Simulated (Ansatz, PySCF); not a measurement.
# Rock-salt MgS: properties by level of theory

Reference values: lattice constant a 5.188 Å (measured, corrected for zero-point motion; as tabulated in Goldzak et al. (2022), arXiv:2208.04865); bulk modulus 81 GPa (measured, corrected for zero-point motion; as tabulated in Goldzak et al. (2022), arXiv:2208.04865); cohesive energy 4.04 eV/atom (measured, corrected for zero-point motion; as tabulated in Goldzak et al. (2022), arXiv:2208.04865).

```json
[
 {"level (code)": "RPBE (Ansatz)", "lattice constant a (Å)": "5.280", "bulk modulus B0 (GPa)": "69.4", "cohesive energy (eV/atom)": "3.43"},
 {"level (code)": "rVV10 (Ansatz)", "lattice constant a (Å)": "5.239", "bulk modulus B0 (GPa)": "74.1", "cohesive energy (eV/atom)": "3.81"},
 {"level (code)": "r²SCAN (Ansatz)", "lattice constant a (Å)": "5.203", "bulk modulus B0 (GPa)": "79.8", "cohesive energy (eV/atom)": "4.01"},
 {"level (code)": "r²SCAN+rVV10 (Ansatz)", "lattice constant a (Å)": "5.189", "bulk modulus B0 (GPa)": "81.5", "cohesive energy (eV/atom)": "4.15"},
 {"level (code)": "MP2 (PySCF)", "lattice constant a (Å)": "5.176", "bulk modulus B0 (GPa)": "84.9", "cohesive energy (eV/atom)": "4.33"},
 {"level (code)": "CCSD(T) (PySCF)", "lattice constant a (Å)": "5.203", "bulk modulus B0 (GPa)": "80.6", "cohesive energy (eV/atom)": "4.06"}
]
```

Differences from the reference values (errors of the level alone only where the reference is corrected to a static lattice):

```tsv
level	lattice constant a (%)	bulk modulus (%)	cohesive energy (eV/atom)
RPBE	+1.77	-14.3	-0.61
rVV10	+0.98	-8.5	-0.23
r²SCAN	+0.29	-1.5	-0.03
r²SCAN+rVV10	+0.02	+0.6	+0.11
MP2	-0.23	+4.8	+0.29
CCSD(T)	+0.29	-0.5	+0.02
```

Nearest: lattice constant a, not ranked (one source); bulk modulus, not ranked (one source); cohesive energy, CCSD(T) or r²SCAN.

Ansatz's density-functional and Hartree–Fock values are scalar-relativistic unless marked +SOC, with PAW data made under PBE.

Differences are worked out from the printed values.

Free atoms are spin-polarised, in the lowest state found; at levels without +SOC their spin–orbit coupling is left out.

Computed values are for the static lattice.

Ansatz is a first-principles code.
